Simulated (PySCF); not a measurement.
# BH3Si: the cost of one run

Computed with PySCF 2.14.0 and routines of our own; the level stands in each step. Atoms count from 0.

## Step 1: The starting structure

5 atoms, charge 0, multiplicity 3; geometry from: GFN2-xTB.

## Step 2: Open-shell or spin-flip excitations: unrestricted TDA B3LYP/def2-SVPD

Job settings and geometry (Å):

```
{"job": {"kind": "uabs", "xc": "B3LYP", "basis": "def2-SVPD", "nstates": 10, "tda": true}, "charge": 0, "multiplicity": 3}
B     -0.746333    -0.009733    -0.018735
Si     1.062654    -0.514699    -0.006677
H     -1.601233    -0.815505    -0.076872
H     -1.051848     1.128586     0.029713
H      2.345380     0.214204     0.055386
```

Method: unrestricted TDA B3LYP/def2-SVPD, vertical, gas phase, core orbitals frozen in the response.

Launch:

```bash
> OMP_NUM_THREADS=1 python excited_run.py task.json out
```

This one command runs all jobs of the session in turn.

Q: Estimate the wall time and peak memory of this first job on 1 thread of Arm Neoverse V2, shared host.

About 3.4 s, with a peak of 0.29 GiB.
